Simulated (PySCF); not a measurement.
These are PBE-D3(BJ)/def2-TZVP // BP86-D3(BJ)/def2-SVP (PySCF) values and carry that method's errors. All species are isolated molecules in the gas phase. 

Reference species (SMILES): `N` (neutral, multiplicity 1).

```
Quantity        Value
-------------  ------
dipole moment  1.80 D
```

Changed species: `N#C` (free ligand NCH; the reference has free ligand NH3).

Question: Give the shifts of the dipole moment.

Answer: the dipole moment increases by 1.15 D, to 2.95 D.
